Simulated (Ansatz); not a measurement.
Saddle point of CH₇AlO, singlet (CH₄O ([CH3][OH]) + AlH₃ → CH₅AlO ([CH3][O][AlH2]) + H₂; bonds formed: H2–H5; dative contacts that become bonds: Al1–O6; bonds broken: Al1–H2, H5–O6), PBE0-D4/def2-TZVP structure:

Al1  (-0.997, -0.113, -1.090)
H2  (0.312, 0.920, -1.724)
H3  (-1.374, -1.236, -2.135)
H4  (-2.048, 0.774, -0.301)
H5  (0.713, 0.387, -0.921)
O6  (0.501, -0.492, -0.067)
C7  (0.686, -0.127, 1.287)
H8  (0.029, -0.727, 1.922)
H9  (0.455, 0.931, 1.455)
H10  (1.722, -0.316, 1.574)
(Å)

Energies are electronic, without zero-point energy. Barriers and step energies count from the start structure reached by relaxing down the imaginary mode; all methods use the PBE0-D4 structures, on which another method's saddle can fall below an end. Program: Ansatz 0.2.0. Basis: def2-TZVPP, with def2-QZVPP for the basis limit. Cores are frozen in the correlated methods. B3LYP uses VWN-RPA correlation. Extrapolation: Hartree–Fock as exp(−7.88 √X), correlation as X^−2.97.

```csv
method,barrier (kJ/mol),step energy (kJ/mol)
SPW92,37.2,-16.3
PBE-D4,49.8,-29.0
BLYP-D4,?,-38.0
r2SCAN-D4,56.5,-27.6
B97M-V,75.3,-13.4
PBE0-D4,64.6,-21.4
B3LYP-D4,67.3,-30.8
r2SCAN0-D4,68.3,-22.3
BHLYP-D4,85.0,-22.7
CAM-B3LYP-D4,71.9,-25.3
wB97X-V,75.6,-22.4
wB97M-V,75.0,-24.8
B2PLYP,?,-30.8
PBE-QIDH,?,-21.4
RPA on PBE,76.3,-23.0
HF,120.0,-16.2
MP2,69.5,-30.9
CCSD,84.8,-21.7
CCSD(T),77.7,-23.5
```

Question: Fill in the withheld barriers. (An estimate is asked for; the value comes from the calculation.)

Answer: Computed: B2PLYP 70.3; PBE-QIDH 72.9; BLYP-D4 56.1 kJ/mol. Each is the energy of the saddle less that of the start structure, by the same method.

For comparison, the barrier by CCSD(T) at an estimated basis limit (MP2 extrapolated from triple and quadruple zeta, plus CCSD(T) − MP2 in triple zeta) is 75.6 kJ/mol.

No T1 diagnostic of these runs exceeds 0.013.

The step is the kind of ligand exchange by which a precursor binds to a hydroxyl group, or is hydrolysed, in atomic layer deposition of oxides.

Labels in which every atom is bracketed show which atoms are joined, not bond orders.

For scale, one of the runs: CCSD(T)/def2-TZVPP, 202 basis functions, launched by `ansatz run in.yaml --threads 2 --pin off --events-out ev --progress --plain --max-ram 4352MiB`. The run took 54 s on 2 CPU threads of an Arm Neoverse V1 (shared host), with 2.5 GiB of host memory at its peak.
